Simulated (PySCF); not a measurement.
# C₄H₈S: excited states, first hyperpolarisability

What do calculations give for the excited states, first hyperpolarisability of C₄H₈S (`CC[C@H]1CS1`)?

Computed with PySCF 2.14.0 and routines of our own; the level stands in each step. Atoms count from 0.

## Step 1: The starting structure

13 atoms, charge 0, multiplicity 1; geometry from: GFN2-xTB.

## Step 2: Relaxing the molecule at PBE0-D3(BJ)/def2-TZVP

What the job is given:

```
{"job": {"xc": "PBE0", "basis": "def2-TZVP", "d3": "d3bj", "grid": 2, "kind": "geom"}, "charge": 0, "multiplicity": 1}
C      1.626285     0.198686    -0.244365
C      0.529207    -0.638283     0.409025
C     -0.732684     0.170430     0.566248
C     -1.688021     0.286116    -0.560245
S     -2.287878    -0.720265     0.808354
H      1.858729     1.068099     0.366518
H      1.309807     0.543953    -1.225956
H      2.530667    -0.392834    -0.359921
H      0.863355    -0.983068     1.390040
H      0.318264    -1.518668    -0.201434
H     -0.633892     1.035896     1.214842
H     -1.481520    -0.266853    -1.467161
H     -2.216708     1.217277    -0.713674
```

Command:

```sh
> OMP_NUM_THREADS=1 python excited_run.py task.json out
```

One launch serves the whole session: the jobs run in the order shown.

Output:

```text
step   0  E = -555.16161773  max force = 0.007252
step   1  E = -555.16190414  max force = 0.001954
step   2  E = -555.16193471  max force = 0.000674
step   3  E = -555.16196091  max force = 0.001094
step   4  E = -555.16198405  max force = 0.001052
step   5  E = -555.16200187  max force = 0.000843
step   6  E = -555.16200682  max force = 0.000568
step   7  E = -555.16200969  max force = 0.000280
optimisation converged
```

It took 2 min on 1 thread of Arm Neoverse V1, shared host; peak memory 0.86 GiB.

Step by step:

| step | energy from step 0 (eV) | largest force component (eV/Å) |
| --- | --- | --- |
| 0 | 0.0000 | 0.3729 |
| 1 | -0.0078 | 0.1005 |
| 2 | -0.0086 | 0.0347 |
| 3 | -0.0093 | 0.0563 |
| 4 | -0.0100 | 0.0541 |
| 5 | -0.0105 | 0.0433 |
| 6 | -0.0106 | 0.0292 |
| 7 | -0.0107 | 0.0144 |

Distances of close pairs at the start and the end, largest changes first:

| bond | before (Å) | after (Å) | change (Å) |
| --- | --- | --- | --- |
| C0–H5 | 1.088 | 1.093 | +0.005 |
| C0–H6 | 1.088 | 1.093 | +0.005 |
| C0–H7 | 1.087 | 1.092 | +0.005 |
| C0–C1 | 1.527 | 1.522 | -0.005 |
| C1–C2 | 1.507 | 1.503 | -0.004 |
| C3–H11 | 1.082 | 1.085 | +0.003 |
| C2–C3 | 1.482 | 1.478 | -0.003 |
| C3–S4 | 1.802 | 1.804 | +0.003 |

The next job starts from the end point, and lists it.

| at the end point | value |
| --- | --- |
| point group (found at 0.08 Å tolerance) | C1 |
| rotational constants (GHz, main isotopes) | 10.792, 2.264, 2.038 |
| dipole moment (D) | 2.09 |

## Step 3: Excited states: TDA CAM-B3LYP/def2-TZVPD

What the job is given:

```
{"job": {"kind": "states", "xc": "CAM-B3LYP", "basis": "def2-TZVPD", "tda": true, "soc": true, "nstates": 6, "ntriplets": 5, "nquad": 4}, "charge": 0, "multiplicity": 1}
C      1.628461     0.132780    -0.247591
C      0.493582    -0.678561     0.360729
C     -0.664027     0.194272     0.758626
C     -1.686013     0.567391    -0.242320
S     -2.283219    -0.569251     1.025070
H      2.007497     0.876104     0.458630
H      1.297524     0.664367    -1.143363
H      2.463017    -0.512282    -0.529849
H      0.852226    -1.223845     1.238555
H      0.134529    -1.430827    -0.347789
H     -0.429892     0.956444     1.497990
H     -1.589258     0.141407    -1.235983
H     -2.109783     1.564802    -0.211446
```

Level: TDA CAM-B3LYP/def2-TZVPD excited states, vertical, gas phase, spin-orbit mean-field couplings.

Output:

```text
coarse grid: 10928 points
cycle   1  E = -555.3784733693  dE =  6.456e-01  |g| = 2.873e-01  |ddm| = 3.225e+00
cycle   2  E = -555.3899138701  dE = -1.144e-02  |g| = 2.465e-01  |ddm| = 1.093e+00
cycle   3  E = -555.4044425863  dE = -1.453e-02  |g| = 5.114e-02  |ddm| = 3.543e-01
cycle   4  E = -555.4049502064  dE = -5.076e-04  |g| = 2.320e-02  |ddm| = 8.934e-02
cycle   5  E = -555.4050816681  dE = -1.315e-04  |g| = 4.715e-03  |ddm| = 4.504e-02
cycle   6  E = -555.4050888342  dE = -7.166e-06  |g| = 1.467e-03  |ddm| = 1.005e-02
final grid: 99560 points
cycle   7  E = -555.3988434323  dE = -3.608e-05  |g| = 5.017e-03  |ddm| = 1.621e-01
cycle   8  E = -555.3988421625  dE =  1.270e-06  |g| = 5.471e-03  |ddm| = 1.847e-02
cycle   9  E = -555.3988493984  dE = -7.236e-06  |g| = 5.519e-04  |ddm| = 6.809e-03
cycle  10  E = -555.3988494706  dE = -7.217e-08  |g| = 2.531e-04  |ddm| = 1.262e-03
cycle  11  E = -555.3988494861  dE = -1.548e-08  |g| = 4.210e-05  |ddm| = 5.353e-04
cycle  12  E = -555.3988494868  dE = -6.942e-10  |g| = 1.434e-05  |ddm| = 1.573e-04
converged SCF energy = -555.3988494868

Singlet excitations
state   eV       nm        f     d(h-e)  d(exc)  Lambda  PR(NTO)  |dmu|/D   mu/D   main configurations
  1   4.7766   259.6   0.00013   0.251   2.503   0.385   1.002    0.128    2.033   H->L 0.73, H->L+5 0.22
  2   6.0211   205.9   0.03169   1.139   3.499   0.293   1.006    7.026    9.127   H->L+2 0.74, H->L+1 0.12
  3   6.1952   200.1   0.02066   1.969   3.868   0.268   1.008    6.586    5.630   H->L+1 0.55, H->L+2 0.16, H->L+3 0.16
  4   6.5202   190.2   0.03630   1.655   4.009   0.291   1.008    5.526    5.189   H->L+3 0.72
  5   6.8849   180.1   0.00402   0.679   4.053   0.360   1.007                     H->L+5 0.55, H->L 0.20, H->L+6 0.09
  6   7.4852   165.6   0.02383   2.947   5.001   0.297   1.075                     H->L+4 0.61, H->L+1 0.16

Triplet excitations (Tamm-Dancoff)
state   eV     d(h-e)  d(exc)  Lambda  PR(NTO)   main configurations
  1   4.3396   0.301   2.388   0.384   1.006   H->L 0.66, H->L+5 0.28
  2   5.4169   0.065   2.916   0.304   1.006   H->L+1 0.29, H->L+2 0.25, H->L+9 0.13
  3   6.0271   1.200   3.606   0.287   1.014   H->L+2 0.57, H->L+1 0.20, H->L+3 0.09
  4   6.1305   0.274   2.432   0.504   1.039   H-1->L 0.53, H-1->L+5 0.26
  5   6.3683   1.322   3.821   0.294   1.009   H->L+3 0.75
S1 - T1 = 0.4370 eV

Spin-orbit couplings |<S|Hso|T>| (cm-1)
             T1       T2       T3       T4       T5
S0      147.514  125.793   32.641   24.785   39.785
S1        0.940   45.248   19.774  146.808   17.157
S2       22.352    1.942    3.113   11.615    7.837
S3       24.290    4.059    0.874    9.288    7.728
S4       18.111   14.481    6.333    9.070    1.117
S5        9.774   30.183    9.635   15.630   14.017
S6       23.172   12.761    4.585    3.439    5.291
T1 sublevels (cm-1): 0.000 0.164 2.071   radiative rates (1/s): 176 3.04 597
```

Run time: 53 s. Hardware: 1 thread of Arm Neoverse V1, shared host; peak memory 0.95 GiB.

Key values:

```csv
quantity,value
S1 less T1,0.44 eV
```

## Step 4: Excited states: TDDFT CAM-B3LYP/def2-TZVPD

Settings changed since step 3:

```diff
@@ -1,2 +1,2 @@
-{"job": {"kind": "states", "xc": "CAM-B3LYP", "basis": "def2-TZVPD", "tda": true, "soc": true, "nstates": 6, "ntriplets": 5, "nquad": 4}, "charge": 0, "multiplicity": 1}
+{"job": {"kind": "states", "xc": "CAM-B3LYP", "basis": "def2-TZVPD", "tpa": true, "nstates": 8, "nquad": 6, "ntriplets": 0}, "charge": 0, "multiplicity": 1}
 C      1.628461     0.132780    -0.247591
```

Level: TDDFT CAM-B3LYP/def2-TZVPD excited states, vertical, gas phase, two-photon moments by quadratic response.

Output:

```text
coarse grid: 10928 points
cycle   1  E = -555.3784733693  dE =  6.456e-01  |g| = 2.873e-01  |ddm| = 3.225e+00
cycle   2  E = -555.3899138701  dE = -1.144e-02  |g| = 2.465e-01  |ddm| = 1.093e+00
cycle   3  E = -555.4044425863  dE = -1.453e-02  |g| = 5.114e-02  |ddm| = 3.543e-01
cycle   4  E = -555.4049502064  dE = -5.076e-04  |g| = 2.320e-02  |ddm| = 8.934e-02
cycle   5  E = -555.4050816681  dE = -1.315e-04  |g| = 4.715e-03  |ddm| = 4.504e-02
cycle   6  E = -555.4050888342  dE = -7.166e-06  |g| = 1.467e-03  |ddm| = 1.005e-02
final grid: 99560 points
cycle   7  E = -555.3988434323  dE = -3.608e-05  |g| = 5.017e-03  |ddm| = 1.621e-01
cycle   8  E = -555.3988421625  dE =  1.270e-06  |g| = 5.471e-03  |ddm| = 1.847e-02
cycle   9  E = -555.3988493984  dE = -7.236e-06  |g| = 5.519e-04  |ddm| = 6.809e-03
cycle  10  E = -555.3988494706  dE = -7.217e-08  |g| = 2.531e-04  |ddm| = 1.262e-03
cycle  11  E = -555.3988494861  dE = -1.548e-08  |g| = 4.210e-05  |ddm| = 5.353e-04
cycle  12  E = -555.3988494868  dE = -6.942e-10  |g| = 1.434e-05  |ddm| = 1.573e-04
converged SCF energy = -555.3988494868

Singlet excitations
state   eV       nm        f     d(h-e)  d(exc)  Lambda  PR(NTO)  |dmu|/D   mu/D   delta(TPA)   sigma/GM   main configurations
  1   4.7556   260.7   0.00012   0.245   2.509   0.385   1.004    0.142    2.009        3.86      0.032   H->L 0.73, H->L+5 0.22
  2   5.9877   207.1   0.02709   1.015   3.496   0.291   1.011    6.325    8.425       67.76      0.890   H->L+2 0.66, H->L+1 0.18
  3   6.1780   200.7   0.02147   1.888   3.850   0.271   1.010    6.377    5.645       83.22      1.164   H->L+1 0.49, H->L+2 0.24, H->L+3 0.15
  4   6.5062   190.6   0.03416   1.637   4.002   0.292   1.010    5.486    5.231      127.21      1.973   H->L+3 0.72
  5   6.8801   180.2   0.00368   0.676   4.060   0.360   1.007    1.946    3.213       55.32      0.959   H->L+5 0.54, H->L 0.20, H->L+6 0.09
  6   7.4491   166.4   0.02970   0.133   3.378   0.455   1.494    0.208    2.199       27.31      0.555   H-1->L 0.65
  7   7.4705   166.0   0.03206   2.666   4.834   0.313   1.226                                            H->L+4 0.51, H->L+1 0.16
  8   7.7036   160.9   0.01993   1.005   4.037   0.281   1.179                                            H->L+6 0.29, H->L+8 0.22, H->L+7 0.14
```

Run time: 59 s. Hardware: 1 thread of Arm Neoverse V1, shared host; peak memory 1.1 GiB.

## Step 5: First hyperpolarisability: quadratic response CAM-B3LYP/def2-TZVPD

Settings changed since step 4:

```diff
@@ -1,2 +1,2 @@
-{"job": {"kind": "states", "xc": "CAM-B3LYP", "basis": "def2-TZVPD", "tpa": true, "nstates": 8, "nquad": 6, "ntriplets": 0}, "charge": 0, "multiplicity": 1}
+{"job": {"kind": "beta", "xc": "CAM-B3LYP", "basis": "def2-TZVPD"}, "charge": 0, "multiplicity": 1}
 C      1.628461     0.132780    -0.247591
```

Method: quadratic response CAM-B3LYP/def2-TZVPD first hyperpolarisability, Taylor convention, gas phase.

Output:

```text
coarse grid: 10928 points
cycle   1  E = -555.3784733693  dE =  6.456e-01  |g| = 2.873e-01  |ddm| = 3.225e+00
cycle   2  E = -555.3899138701  dE = -1.144e-02  |g| = 2.465e-01  |ddm| = 1.093e+00
cycle   3  E = -555.4044425863  dE = -1.453e-02  |g| = 5.114e-02  |ddm| = 3.543e-01
cycle   4  E = -555.4049502064  dE = -5.076e-04  |g| = 2.320e-02  |ddm| = 8.934e-02
cycle   5  E = -555.4050816681  dE = -1.315e-04  |g| = 4.715e-03  |ddm| = 4.504e-02
cycle   6  E = -555.4050888342  dE = -7.166e-06  |g| = 1.467e-03  |ddm| = 1.005e-02
final grid: 99560 points
cycle   7  E = -555.3988434323  dE = -3.608e-05  |g| = 5.017e-03  |ddm| = 1.621e-01
cycle   8  E = -555.3988421625  dE =  1.270e-06  |g| = 5.471e-03  |ddm| = 1.847e-02
cycle   9  E = -555.3988493984  dE = -7.236e-06  |g| = 5.519e-04  |ddm| = 6.809e-03
cycle  10  E = -555.3988494706  dE = -7.217e-08  |g| = 2.531e-04  |ddm| = 1.262e-03
cycle  11  E = -555.3988494861  dE = -1.548e-08  |g| = 4.210e-05  |ddm| = 5.353e-04
cycle  12  E = -555.3988494868  dE = -6.942e-10  |g| = 1.434e-05  |ddm| = 1.573e-04
converged SCF energy = -555.3988494868

Lowest singlets (eV, f): 4.7556 0.0001  5.9877 0.0271  6.1780 0.0215

First hyperpolarisability (au)
process     nm      |vector|   parallel      HRS      DR
static         -      178.76     106.41      70.22   6.104
shg       1907.0      188.14     112.01      74.08   6.017
eope      1907.0      181.80     108.22          -       -
shg       1064.0      211.97     126.21      83.96    5.82
eope      1064.0      188.84     112.42          -       -
```

Wall time 42 s (1 thread of Arm Neoverse V1, shared host); peak memory 0.98 GiB.

## Step 6: Outcome

| quantity | value |
| --- | --- |
| point group | C1 |
| rotational constants (main isotopes) | 10.79, 2.26, 2.04 GHz |
| S1 less T1 (step 3, TDA CAM-B3LYP/def2-TZVPD) | 0.44 eV |
| β vector (step 5, quadratic response CAM-B3LYP/def2-TZVPD) | static 179, SHG 1907.0 nm 188, SHG 1064.0 nm 212 au |

The optimisation took 7 steps and gained 0.011 eV; among the close pairs (by a distance rule), C0–H5 changed most, from 1.088 to 1.093 Å. No frequency check was run at this level, so the end point may be a saddle. In step 3, the number of triplets below S1 is 1, and the largest singlet-triplet spin-orbit coupling is S0–T1, 147.51 cm⁻¹. β grows from 179 au (static) to 212 au for doubling at 1064.0 nm: normal dispersion, which grows as twice the photon energy moves toward the bright states.
